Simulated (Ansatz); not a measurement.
# BeP+ (triplet): wave-function methods side by side, cc-pVDZ

How much of the correlation energy of BeP+ (triplet) does each wave-function method recover here?

Method: cc-pVDZ, core rule «outside noble gas», up to 6 orbitals frozen; program: Ansatz 0.2.0, Gaussian basis.

The runs, in order: UHF; CCSD(T) on ROHF; CCSD(T) on UHF; BCCD(T) on ROHF; CISD; CCSDT(Q) on ROHF; CCSDT(Q) on UHF; CISDTQ; Full CI.

11 further runs of the same task are left out: 4 for a known fault of the program, 3 that didn't finish, 4 set aside as unsound or not needed.

### 1 The system

The geometry is a PBE0/def2-TZVP stationary point (not a proven minimum) of the parent state, kept for this charge and spin.

2 atoms, charge 1, spin multiplicity 3.

Atoms are counted from 1 here; the program's logs count them from 0.

Bond lengths: P1–Be2 2.002 Å.

### 2 UHF

Contents of in.yaml:

```yaml
crystal:
  periodic: [false, false, false]
  atoms:
    - {symbol: P, position_ang: [0.000000, 0.000000, 0.000000]}
    - {symbol: Be, position_ang: [0.000000, 0.000000, 2.002300]}
basis:
  gaussian: {orbitals: cc-pVDZ}
total_charge: 1
magnetization: {spin_polarized: true, initial_magnetization: 2}
hamiltonian: {xc: hf}
output: {orbitals: {seedname: orbitals}}
```

Command:

```
> ansatz run in.yaml --threads 1 --pin off --events-out ev --progress --plain --max-ram 2393MiB
```

The runs that follow: CCSD(T) on ROHF; CCSD(T) on UHF; BCCD(T) on ROHF; CISD; CCSDT(Q) on ROHF; CCSDT(Q) on UHF; CISDTQ; Full CI.

**Question.** What will the summary of the whole plan be? Wanted: FCI below the RHF energy; RMP2 from FCI; UMP2 from FCI; RCCSD from FCI; RCCSD(T) from FCI; UCCSD(T) from FCI; RCCSDT(Q) from FCI; UCCSDT(Q) from FCI; T1 diagnostic.

The runs gave:

```
                         quantity                                                             value
         FCI below the RHF energy                                                        -3.4226 eV
                    RMP2 from FCI                                                        +788.5 meV
                    UMP2 from FCI                                                        +807.4 meV
                   RCCSD from FCI                                                        +172.3 meV
                RCCSD(T) from FCI                                                         +42.7 meV
                UCCSD(T) from FCI                                                         +42.5 meV
               RCCSDT(Q) from FCI                                                          +0.7 meV
               UCCSDT(Q) from FCI                                                          -0.9 meV
levels within 1 kcal/mol (43 meV)  RCCSD(T), UCCSD(T), RCCSDT, UCCSDT, CISDTQ, RCCSDT(Q), UCCSDT(Q)
                    T1 diagnostic                                                             0.036
   effectively unpaired electrons                                                              2.09
```

**Reading.** RCCSD(T) lands +42.7 meV from the yardstick (1.2 % of the correlation energy). One determinant dominates. These misses are within one basis, not against nature; the frozen cores of restricted and unrestricted runs differ, which can shift their rows.
